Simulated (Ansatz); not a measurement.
# SiH₂ (triplet): from Hartree-Fock to the top rungs at distance H1–H2 along a hydrogen transfer = 1.071 Å, cc-pVTZ

Aim: climb from Hartree-Fock through coupled cluster and multireference methods for SiH₂ (triplet) at one geometry and basis, and see what each rung misses.

The runs use Ansatz 0.2.0, Gaussian basis; cc-pVTZ, core rule «outside noble gas», up to 5 orbitals frozen.

Plan: UHF; CCSD(T) on ROHF; CCSD(T) on UHF; BCCD(T) on ROHF; CISD; CCSDT(Q) on ROHF; CCSDT(Q) on UHF; CASSCF and MRCISD+Q, 4 electrons in 4 orbitals; CASSCF and NEVPT2, 4 electrons in 4 orbitals; CASSCF and MRCISD+Q, 6 electrons in 6 orbitals; CASSCF and MRCISD+Q(relaxed), 6 electrons in 6 orbitals; CASSCF and NEVPT2, 6 electrons in 6 orbitals; Full CI.

## Step 1: What is computed

The geometry derives from fragments relaxed apart (PBE0/def2-TZVP) and kept rigid, so it is no stationary point. A hydrogen atom is moved between rigid fragments.

3 atoms, charge 0, spin multiplicity 3.

Atoms are counted from 1 here; the program's logs count them from 0.

Bond lengths: H2–Si3 1.685 Å.

## Step 2: UHF

File in.yaml:

```yaml
crystal:
  periodic: [false, false, false]
  atoms:
    - {symbol: H, position_ang: [0.000000, 0.000000, -1.275667]}
    - {symbol: H, position_ang: [0.000000, 0.000000, -0.204667]}
    - {symbol: Si, position_ang: [0.000000, 0.000000, 1.480333]}
basis:
  gaussian: {orbitals: cc-pVTZ}
magnetization: {spin_polarized: true, initial_magnetization: 2}
hamiltonian: {xc: hf}
output: {orbitals: {seedname: orbitals}}
```

The run is started by

```sh
$ ansatz run in.yaml --threads 1 --pin off --events-out ev --progress --plain --max-ram 2880MiB --backend cpu
```

After this run come: CCSD(T) on ROHF; CCSD(T) on UHF; BCCD(T) on ROHF; CISD; CCSDT(Q) on ROHF; CCSDT(Q) on UHF; CASSCF and MRCISD+Q, 4 electrons in 4 orbitals; CASSCF and NEVPT2, 4 electrons in 4 orbitals; CASSCF and MRCISD+Q, 6 electrons in 6 orbitals; CASSCF and MRCISD+Q(relaxed), 6 electrons in 6 orbitals; CASSCF and NEVPT2, 6 electrons in 6 orbitals; Full CI.

Q: Predict the results of all the runs planned. Wanted: FCI below the RHF energy; RMP2 from FCI; UMP2 from FCI; RCCSD from FCI; RCCSD(T) from FCI; UCCSD(T) from FCI; RCCSDT(Q) from FCI; UCCSDT(Q) from FCI; NEVPT2 pair from FCI.

**Answer**, as computed:

```
                         quantity                                                                                                                          value
         FCI below the RHF energy                                                                                                                     -3.8669 eV
                    RMP2 from FCI                                                                                                                +21.37 kcal/mol
                    UMP2 from FCI                                                                                                                +24.22 kcal/mol
                   RCCSD from FCI                                                                                                                 +3.97 kcal/mol
                RCCSD(T) from FCI                                                                                                                 +0.88 kcal/mol
                UCCSD(T) from FCI                                                                                                                 +0.90 kcal/mol
               RCCSDT(Q) from FCI                                                                                                                 +0.02 kcal/mol
               UCCSDT(Q) from FCI                                                                                                                 -0.01 kcal/mol
             NEVPT2 pair from FCI                                                                                                                +18.56 kcal/mol
           MRCISD+Q pair from FCI                                                                                                                 -0.44 kcal/mol
          NEVPT2 valence from FCI                                                                                                                +15.15 kcal/mol
levels within 1 kcal/mol (43 meV)  RCCSD(T), UCCSD(T), BCCD(T), RCCSDT, UCCSDT, RCCSDT(Q), UCCSDT(Q), MRCISD+Q pair, MRCISD+Q valence, MRCISD+Q(relaxed) valence
                    T1 diagnostic                                                                                                                          0.029
   effectively unpaired electrons                                                                                                                           2.12
```

**Reading.** RCCSD(T) lands +0.88 kcal/mol from the yardstick (1.0 % of the correlation energy). MRCISD+Q pair, MRCISD+Q(relaxed) valence fall below full CI: the +Q correction isn't variational, and the cores differ from full CI's. One determinant dominates. Of the multireference levels listed MRCISD+Q(relaxed) valence comes nearest in total energy (-0.30 kcal/mol), which doesn't show that its space is the better one. Coupled cluster took another determinant than the lowest Hartree-Fock one. These misses are within one basis, not against nature; the frozen cores of restricted and unrestricted runs differ, which can shift their rows.
